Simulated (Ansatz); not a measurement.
A calculation on 1T (CdI2-type) SnSe2 returned lattice constant a 3.829 Å, lattice parameter c 6.284 Å, equilibrium volume per atom 26.59 Å³/atom.

For reference: lattice parameter c 6.14 Å (measured, temperature not stated, no zero-point or thermal correction; as tabulated in Gonzalez and Oleynik (2016), arXiv:1609.04381).

Problem. Which level of theory produced these numbers?
A. r²SCAN (Ansatz, an electronic-structure program)
B. rVV10 (Ansatz)
C. r²SCAN-D4 (Ansatz)
D. r²SCAN+SOC (Ansatz)

Solution. C, r²SCAN-D4 (Ansatz)

The others give: r²SCAN+SOC 3.841 Å, 6.528 Å, 27.81 Å³/atom; r²SCAN 3.841 Å, 6.528 Å, 27.80 Å³/atom; rVV10 3.935 Å, 6.041 Å, 27.01 Å³/atom.

Unless a cell is named, each level is at its own relaxed cell (r²SCAN 27.80, r²SCAN+SOC 27.81, r²SCAN-D4 26.59, rVV10 27.01 Å³/atom).

Caveats: for a layered or molecular solid the relaxed cell lies over 5 % above the published volume, where the minimum can be shallow (r²SCAN+SOC, r²SCAN); the cell comes from a level without a dispersion term, which matters for the spacing of layers, chains or molecules (r²SCAN+SOC, r²SCAN). Ansatz's density-functional and Hartree–Fock values are scalar-relativistic unless marked +SOC, with PAW data made under PBE.
